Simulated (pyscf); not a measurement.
Cl–BH–Cl + HCl → Cl–B(Cl)–Cl + H₂ (four-centre exchange; singlet surface; B–H, Cl–H broken, B–Cl, H–H formed). Structures and frequencies: ωB97X-D3(BJ)/def2-SVP in PySCF. Energies in kcal/mol from the separated reactants.

| level | barrier | reaction energy |
|---|---|---|
| ωB97X-D3(BJ)/def2-TZVP | 24.1 | -14.2 |
| r²SCAN/def2-TZVP | ___ | -15.0 |
| B3LYP-D3(BJ)/def2-TZVP | 24.3 | -13.3 |
| PBE0-D3(BJ)/def2-TZVP | ___ | ___ |
| ωB97M-D3(BJ)/def2-TZVP | 24.8 | -12.8 |
| HF/def2-TZVP | 46.0 | -7.4 |

Fill in the missing entries.


- r²SCAN/def2-TZVP, barrier: 19.4
- PBE0-D3(BJ)/def2-TZVP, barrier: 19.4
- PBE0-D3(BJ)/def2-TZVP, reaction energy: -13.8

The functionals in the table span 5.4 kcal/mol in this barrier, from PBE0-D3(BJ) to ωB97M-D3(BJ)/def2-TZVP. This is the saddle that the search found; another between the same sides may lie lower.
